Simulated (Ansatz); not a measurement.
Ideal-gas functions of C2HFS, SMILES `FC=C=S` at 500 K and 1 bar, from an Ansatz frequency run at PBE0-D4/def2-TZVP.

Molar mass 76.09 g/mol, point group Cs (symmetry number 1), electronic degeneracy 1, moments of inertia 9.912, 188.671, 198.583 u Å². Harmonic wavenumbers (cm⁻¹, unscaled): 193, 362, 588, 674, 884, 1174, 1312, 1879, 3225.

Use S(trans) = R[1.5 ln M + 2.5 ln T − 1.1517]; rotational temperatures θ = 24.2544 K / I; S(rot) = R[ln(√π/σ · √(T³/θAθBθC)) + 1.5]; for each mode x = 1.438777 ν̃/T, S = R[x/(eˣ − 1) − ln(1 − e⁻ˣ)] and H = RT x/(eˣ − 1); 1 cm⁻¹ = 0.0119627 kJ/mol; R = 8.31446 J/(mol·K).

Task: By hand: the entropy, in J/(mol·K).

Result: Translation 173.6. Rotation: θ = 2.447, 0.1286, 0.1221 K, giving 108.3. Vibration, mode by mode: 13.31, 8.34, 4.87, 4.00, 2.48, 1.28, 0.93, 0.24, 0.01, in all 35.5. Electronic 0.0. Sum 317.4 J/(mol·K).

Task: By hand: H − E and G − E in kJ/mol, counted from the electronic energy.

Result: Zero-point energy ½ × 10291 × 0.0119627 = 61.6; thermal vibration 10.3; translation, rotation and pV give 4 RT = 16.6. H − E = 88.5 kJ/mol, and G − E = 88.5 − 500 × 317.4/1000 = -70.2 kJ/mol.

Vibration gives 11 % of the entropy.
